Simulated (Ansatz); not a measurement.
## Ansatz (development build ahead of 0.2.0) run

```yaml
crystal:
  periodic: [false, false, false]
  atoms:
    - { symbol: C, position_ang: [0.85046, 0.0, 0.0] }
    - { symbol: C, position_ang: [-0.42523, 0.73652, 0.0] }
    - { symbol: C, position_ang: [-0.42523, -0.73652, 0.0] }
    - { symbol: H, position_ang: [2.032, 0.0, 0.0] }
    - { symbol: H, position_ang: [-1.016, 1.75976, 0.0] }
    - { symbol: H, position_ang: [-1.016, -1.75976, 0.0] }
basis:
  gaussian: { orbitals: cc-pVDZ }
total_charge: 1
hamiltonian:
  xc: hf
correlation:
  method: mp2
  frozen_orbitals: { C: 1, H: 0 }
```

The input is written out in the form of the current development build from the run's settings.

Output:

```
Converged                       : yes
Reference energy                : -114.96351 hartree
Correlation energy              : -0.36878 hartree
Total energy                    : -115.33230 hartree
Spin squared of the determinant : 0.000
```

Caution: no unrestricted run beside it, a lower state can exist.
